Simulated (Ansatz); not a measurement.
**CH5AlO (built from SMILES [CH3][AlH][OH]): single points off equilibrium**

One table from this session's results is given with a row withheld; the runs are named, their logs left out.

Method: single points in def2-TZVPP; program: Ansatz 0.2.0, Gaussian basis.

Cores are frozen in the correlated methods.

## The starting structure

8 atoms, charge 0, spin multiplicity 1.

Atoms are counted from 1 here; the program's logs count them from 0.

Bond lengths: Al1–C4 2.134 Å, O2–H5 1.039 Å, C4–H6 1.182 Å, C4–H7 1.192 Å, C4–H8 1.150 Å. Angles: Al1–C4–H6 111.8°, Al1–C4–H7 115.1°, Al1–C4–H8 116.9°, H6–C4–H7 104.9°, H6–C4–H8 105.1°, H7–C4–H8 101.8°.

Coordinates:

```
Al   -0.13260   -0.17420   -0.29780
O     0.56490   -1.34710   -2.17790
H    -0.44740   -1.91770   -1.43390
C    -0.24780    1.07270    1.42980
H     1.07460   -1.69260   -3.01440
H    -0.38550    0.44080    2.41950
H     0.71310    1.74950    1.62990
H    -1.09320    1.85270    1.45260
```

Set-up of the first run:

run/in.yaml reads:

```yaml
crystal:
  periodic: [false, false, false]
  atoms:
    - {symbol: Al, position_ang: [-0.132600, -0.174200, -0.297800]}
    - {symbol: O, position_ang: [0.564900, -1.347100, -2.177900]}
    - {symbol: H, position_ang: [-0.447400, -1.917700, -1.433900]}
    - {symbol: C, position_ang: [-0.247800, 1.072700, 1.429800]}
    - {symbol: H, position_ang: [1.074600, -1.692600, -3.014400]}
    - {symbol: H, position_ang: [-0.385500, 0.440800, 2.419500]}
    - {symbol: H, position_ang: [0.713100, 1.749500, 1.629900]}
    - {symbol: H, position_ang: [-1.093200, 1.852700, 1.452600]}
basis:
  gaussian: {orbitals: def2-TZVPP}
correlation: {method: ccsd_t}
output: {forces: true}
```

The command line of these runs was not kept.

Steps of the session up to this table: CCSD(T)/def2-TZVPP; PBE0-D4/def2-TZVPP; wB97M-V/def2-TZVPP; r2SCAN-D4/def2-TZVPP; PBE-D4/def2-TZVPP; wB97X-V/def2-TZVPP; CAM-B3LYP-D4/def2-TZVPP.

One of the session's tables, all rows but one given; the rest of the session is left out.

| method | RMS force component (eV/Å) | angle to CCSD(T) forces (°) | dipole (D) |
| --- | --- | --- | --- |
| CCSD(T) | 1.122 | reference | 0.78 |
| PBE0-D4 | ? | ? | ? |
| wB97M-V | 1.181 | 3.6 | 0.68 |
| r2SCAN-D4 | 1.079 | 5.1 | 0.92 |
| PBE-D4 | 0.972 | 5.2 | 0.79 |
| wB97X-V | 1.177 | 4.6 | 0.88 |
| CAM-B3LYP-D4 | 1.186 | 3.9 | 0.74 |

Q: Estimate the row for PBE0-D4 from the others.

As computed: RMS force component (eV/Å): 1.156; angle to CCSD(T) forces (°): 2.8; dipole (D): 0.80. In the column «RMS force component (eV/Å)» it lies between CCSD(T) (1.122) and wB97X-V (1.177).
